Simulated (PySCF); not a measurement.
SMILES C=O (PBE/def2-SVP optimised geometry):

```
4

C     -0.298     0.000     0.000
O      0.910     0.000     0.000
H     -0.910     0.953     0.000
H     -0.910    -0.953     0.000
```

Level of theory: PBE/def2-TZVP run with PySCF.

What are the frontier orbital energies and the dipole moment?

HOMO-2 -10.97 eV, HOMO-1 -10.06 eV, HOMO -6.23 eV, LUMO -2.61 eV, LUMO+1 0.81 eV; dipole moment 2.15 D.

Meta-Löwdin charges at PBE/def2-TZVP: C1 0.16, O2 -0.32, H3 0.08, H4 0.08.
